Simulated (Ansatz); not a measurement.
Ansatz (a program for electronic structure) input (B3LYP-D3(BJ)/def2-TZVP):

Ansatz 0.2 input:
```yaml
crystal:
  periodic: [false, false, false]
  atoms:
    - {symbol: N, position_ang: [-0.05626858, 0.65864215, -0.00484970]}
    - {symbol: N, position_ang: [0.02549416, -0.78015421, -0.08501714]}
    - {symbol: H, position_ang: [0.30108197, 1.08680797, 0.86074606]}
    - {symbol: H, position_ang: [-1.03733086, 0.93250674, -0.12356116]}
    - {symbol: H, position_ang: [-0.50516407, -1.17372953, 0.68773675]}
    - {symbol: H, position_ang: [1.00160868, -1.05003496, 0.00449883]}
    - {symbol: H, position_ang: [0.45522520, 1.05503422, -0.80035260]}
basis:
  gaussian:
    orbitals: def2-TZVP
hamiltonian:
  xc: b3lyp
  dispersion: d3bj
total_charge: 1
phonons: {temperatures: {t_min: 298.15, t_max: 298.15, t_step: 100}}
```

Output:

```
Functional definition: B3LYP
integrals: 0.02 GiB planned
530 factors; their error is unknown
mean field: 0.20 GiB planned
mean field evaluation 1: about -3040.6472 eV, gradient 8.8e1 eV
mean field evaluation 2: about -3029.2327 eV, gradient 1.1e2 eV
mean field evaluation 4: about -3054.7477 eV, gradient 3.7e0 eV
mean field evaluation 8: about -3054.7594 eV, gradient 3.2e-2 eV
mean field -3054.75936637 eV, -112.2603361237 hartree, gradient 2.2e-5 eV, S^2 0.000000; 0 other end points of the search recorded, 0 dependent functions left out
the calculation of the forces begins
reference -3054.75952578 eV, -112.2603419820 hartree; 9, 9 occupied and 83, 83 virtual orbitals, 530 factors
these checks for a lower state are left out or cut short: stability, starts, cluster_reference, orbital_swaps, neighbouring_geometries, increment
integrals: 0.02 GiB planned
530 factors; their error is unknown
mean field: 0.20 GiB planned
mean field evaluation 16: about -3054.7709 eV, gradient 4.4e-1 eV
mean field -3054.75915142 eV, -112.2603282245 hartree, gradient 1.3e-6 eV, S^2 0.000000; 0 other end points of the search recorded, 0 dependent functions left out
the calculation of the forces begins
reference -3054.75931078 eV, -112.2603340810 hartree; 9, 9 occupied and 83, 83 virtual orbitals, 530 factors
these checks for a lower state are left out or cut short: stability, starts, cluster_reference, orbital_swaps, neighbouring_geometries, increment
integrals: 0.02 GiB planned
530 factors; their error is unknown
mean field: 0.20 GiB planned
mean field -3054.75915400 eV, -112.2603283194 hartree, gradient 1.4e-6 eV, S^2 0.000000; 0 other end points of the search recorded, 0 dependent functions left out
the calculation of the forces begins
reference -3054.75931346 eV, -112.2603341796 hartree; 9, 9 occupied and 83, 83 virtual orbitals, 530 factors
these checks for a lower state are left out or cut short: stability, starts, cluster_reference, orbital_swaps, neighbouring_geometries, increment
integrals: 0.02 GiB planned
530 factors; their error is unknown
mean field: 0.20 GiB planned
mean field evaluation 32: about -3054.7709 eV, gradient 4.3e-1 eV
mean field -3054.75917120 eV, -112.2603289513 hartree, gradient 1.3e-6 eV, S^2 0.000000; 0 other end points of the search recorded, 0 dependent functions left out
the calculation of the forces begins
reference -3054.75933065 eV, -112.2603348110 hartree; 9, 9 occupied and 83, 83 virtual orbitals, 530 factors
these checks for a lower state are left out or cut short: stability, starts, cluster_reference, orbital_swaps, neighbouring_geometries, increment
integrals: 0.02 GiB planned
530 factors; their error is unknown
mean field: 0.20 GiB planned
mean field -3054.75918164 eV, -112.2603293352 hartree, gradient 1.3e-6 eV, S^2 0.000000; 0 other end points of the search recorded, 0 dependent functions left out
the calculation of the forces begins
reference -3054.75934101 eV, -112.2603351920 hartree; 9, 9 occupied and 83, 83 virtual orbitals, 530 factors
these checks for a lower state are left out or cut short: stability, starts, cluster_reference, orbital_swaps, neighbouring_geometries, increment
integrals: 0.02 GiB planned
530 factors; their error is unknown
mean field: 0.20 GiB planned
mean field -3054.75927757 eV, -112.2603328605 hartree, gradient 1.3e-6 eV, S^2 0.000000; 0 other end points of the search recorded, 0 dependent functions left out
the calculation of the forces begins
reference -3054.75943697 eV, -112.2603387184 hartree; 9, 9 occupied and 83, 83 virtual orbitals, 530 factors
these checks for a lower state are left out or cut short: stability, starts, cluster_reference, orbital_swaps, neighbouring_geometries, increment
integrals: 0.02 GiB planned
[...]
the calculation of the forces begins
reference -3054.75941623 eV, -112.2603379563 hartree; 9, 9 occupied and 83, 83 virtual orbitals, 530 factors
these checks for a lower state are left out or cut short: stability, starts, cluster_reference, orbital_swaps, neighbouring_geometries, increment
integrals: 0.02 GiB planned
530 factors; their error is unknown
mean field: 0.20 GiB planned
mean field evaluation 96: about -3054.7593 eV, gradient 5.0e-3 eV
mean field -3054.75933373 eV, -112.2603349243 hartree, gradient 1.3e-6 eV, S^2 0.000000; 0 other end points of the search recorded, 0 dependent functions left out
the calculation of the forces begins
reference -3054.75949312 eV, -112.2603407816 hartree; 9, 9 occupied and 83, 83 virtual orbitals, 530 factors
these checks for a lower state are left out or cut short: stability, starts, cluster_reference, orbital_swaps, neighbouring_geometries, increment
integrals: 0.02 GiB planned
530 factors; their error is unknown
mean field: 0.20 GiB planned
mean field -3054.75934706 eV, -112.2603354141 hartree, gradient 1.4e-6 eV, S^2 0.000000; 0 other end points of the search recorded, 0 dependent functions left out
the calculation of the forces begins
reference -3054.75950650 eV, -112.2603412734 hartree; 9, 9 occupied and 83, 83 virtual orbitals, 530 factors
these checks for a lower state are left out or cut short: stability, starts, cluster_reference, orbital_swaps, neighbouring_geometries, increment
integrals: 0.02 GiB planned
530 factors; their error is unknown
mean field: 0.20 GiB planned
mean field -3054.75924162 eV, -112.2603315394 hartree, gradient 1.3e-6 eV, S^2 0.000000; 0 other end points of the search recorded, 0 dependent functions left out
the calculation of the forces begins
reference -3054.75940100 eV, -112.2603373966 hartree; 9, 9 occupied and 83, 83 virtual orbitals, 530 factors
these checks for a lower state are left out or cut short: stability, starts, cluster_reference, orbital_swaps, neighbouring_geometries, increment
integrals: 0.02 GiB planned
530 factors; their error is unknown
mean field: 0.20 GiB planned
mean field -3054.75925414 eV, -112.2603319994 hartree, gradient 1.3e-6 eV, S^2 0.000000; 0 other end points of the search recorded, 0 dependent functions left out
the calculation of the forces begins
reference -3054.75941358 eV, -112.2603378587 hartree; 9, 9 occupied and 83, 83 virtual orbitals, 530 factors
these checks for a lower state are left out or cut short: stability, starts, cluster_reference, orbital_swaps, neighbouring_geometries, increment
integrals: 0.02 GiB planned
530 factors; their error is unknown
mean field: 0.20 GiB planned
mean field -3054.75934717 eV, -112.2603354182 hartree, gradient 1.3e-6 eV, S^2 0.000000; 0 other end points of the search recorded, 0 dependent functions left out
the calculation of the forces begins
reference -3054.75950659 eV, -112.2603412768 hartree; 9, 9 occupied and 83, 83 virtual orbitals, 530 factors
these checks for a lower state are left out or cut short: stability, starts, cluster_reference, orbital_swaps, neighbouring_geometries, increment
integrals: 0.02 GiB planned
530 factors; their error is unknown
mean field: 0.20 GiB planned
mean field evaluation 128: about -3054.7713 eV, gradient 1.4e-4 eV
mean field -3054.75933189 eV, -112.2603348565 hartree, gradient 1.3e-6 eV, S^2 0.000000; 0 other end points of the search recorded, 0 dependent functions left out
the calculation of the forces begins
reference -3054.75949129 eV, -112.2603407144 hartree; 9, 9 occupied and 83, 83 virtual orbitals, 530 factors
these checks for a lower state are left out or cut short: stability, starts, cluster_reference, orbital_swaps, neighbouring_geometries, increment
integrals: 0.02 GiB planned
530 factors; their error is unknown
mean field: 0.20 GiB planned
mean field -3054.75934615 eV, -112.2603353806 hartree, gradient 1.3e-6 eV, S^2 0.000000; 0 other end points of the search recorded, 0 dependent functions left out
the calculation of the forces begins
reference -3054.75950556 eV, -112.2603412389 hartree; 9, 9 occupied and 83, 83 virtual orbitals, 530 factors
these checks for a lower state are left out or cut short: stability, starts, cluster_reference, orbital_swaps, neighbouring_geometries, increment
integrals: 0.02 GiB planned
530 factors; their error is unknown
mean field: 0.20 GiB planned
mean field -3054.75934905 eV, -112.2603354873 hartree, gradient 1.3e-6 eV, S^2 0.000000; 0 other end points of the search recorded, 0 dependent functions left out
the calculation of the forces begins
reference -3054.75950846 eV, -112.2603413455 hartree; 9, 9 occupied and 83, 83 virtual orbitals, 530 factors
these checks for a lower state are left out or cut short: stability, starts, cluster_reference, orbital_swaps, neighbouring_geometries, increment
integrals: 0.02 GiB planned
530 factors; their error is unknown
mean field: 0.20 GiB planned
mean field -3054.75931671 eV, -112.2603342988 hartree, gradient 1.3e-6 eV, S^2 0.000000; 0 other end points of the search recorded, 0 dependent functions left out
the calculation of the forces begins
reference -3054.75947610 eV, -112.2603401562 hartree; 9, 9 occupied and 83, 83 virtual orbitals, 530 factors
these checks for a lower state are left out or cut short: stability, starts, cluster_reference, orbital_swaps, neighbouring_geometries, increment
integrals: 0.02 GiB planned
530 factors; their error is unknown
mean field: 0.20 GiB planned
mean field evaluation 160: about -3054.7593 eV, gradient 1.1e-6 eV
mean field -3054.75931862 eV, -112.2603343691 hartree, gradient 1.3e-6 eV, S^2 0.000000; 0 other end points of the search recorded, 0 dependent functions left out
the calculation of the forces begins
reference -3054.75947806 eV, -112.2603402283 hartree; 9, 9 occupied and 83, 83 virtual orbitals, 530 factors
these checks for a lower state are left out or cut short: stability, starts, cluster_reference, orbital_swaps, neighbouring_geometries, increment
integrals: 0.02 GiB planned
530 factors; their error is unknown
mean field: 0.20 GiB planned
mean field -3054.75931404 eV, -112.2603342006 hartree, gradient 1.3e-6 eV, S^2 0.000000; 0 other end points of the search recorded, 0 dependent functions left out
the calculation of the forces begins
reference -3054.75947344 eV, -112.2603400587 hartree; 9, 9 occupied and 83, 83 virtual orbitals, 530 factors
these checks for a lower state are left out or cut short: stability, starts, cluster_reference, orbital_swaps, neighbouring_geometries, increment
integrals: 0.02 GiB planned
530 factors; their error is unknown
mean field: 0.20 GiB planned
mean field -3054.75934342 eV, -112.2603352804 hartree, gradient 1.3e-6 eV, S^2 0.000000; 0 other end points of the search recorded, 0 dependent functions left out
the calculation of the forces begins
reference -3054.75950283 eV, -112.2603411388 hartree; 9, 9 occupied and 83, 83 virtual orbitals, 530 factors
these checks for a lower state are left out or cut short: stability, starts, cluster_reference, orbital_swaps, neighbouring_geometries, increment
integrals: 0.02 GiB planned
530 factors; their error is unknown
mean field: 0.20 GiB planned
mean field -3054.75929554 eV, -112.2603335209 hartree, gradient 1.4e-6 eV, S^2 0.000000; 0 other end points of the search recorded, 0 dependent functions left out
the calculation of the forces begins
reference -3054.75945497 eV, -112.2603393799 hartree; 9, 9 occupied and 83, 83 virtual orbitals, 530 factors
these checks for a lower state are left out or cut short: stability, starts, cluster_reference, orbital_swaps, neighbouring_geometries, increment
integrals: 0.02 GiB planned
530 factors; their error is unknown
mean field: 0.20 GiB planned
mean field -3054.75928298 eV, -112.2603330594 hartree, gradient 1.3e-6 eV, S^2 0.000000; 0 other end points of the search recorded, 0 dependent functions left out
the calculation of the forces begins
reference -3054.75944238 eV, -112.2603389170 hartree; 9, 9 occupied and 83, 83 virtual orbitals, 530 factors
Total energy: -3054.87801354 eV, -112.2646963271 hartree
Atom 0 at    -0.056269     0.658642    -0.004850 Å, force    -0.000048     0.001138     0.000101 eV/Å
Atom 1 at     0.025494    -0.780154    -0.085017 Å, force    -0.000949     0.001193    -0.001877 eV/Å
Atom 2 at     0.301082     1.086808     0.860746 Å, force    -0.000085     0.000215    -0.000149 eV/Å
Atom 3 at    -1.037331     0.932507    -0.123561 Å, force     0.000231    -0.000175    -0.000019 eV/Å
Atom 4 at    -0.505164    -1.173730     0.687737 Å, force     0.000832    -0.001055     0.000744 eV/Å
Atom 5 at     1.001609    -1.050035     0.004499 Å, force     0.000159    -0.001111     0.001049 eV/Å
Atom 6 at     0.455225     1.055034    -0.800353 Å, force    -0.000140    -0.000206     0.000150 eV/Å
Dipole moment:     0.080144     0.545846     0.275566 e Å
Vibrations: 313.49 864.14 1060.38 1060.59 1190.62 1435.88 1566.27 1652.46 1666.16 1692.09 3321.07 3410.79 3435.13 3468.33 3562.17 cm⁻¹, zero-point energy 1.841139 eV
```

It need not be the lowest isomer of its formula.
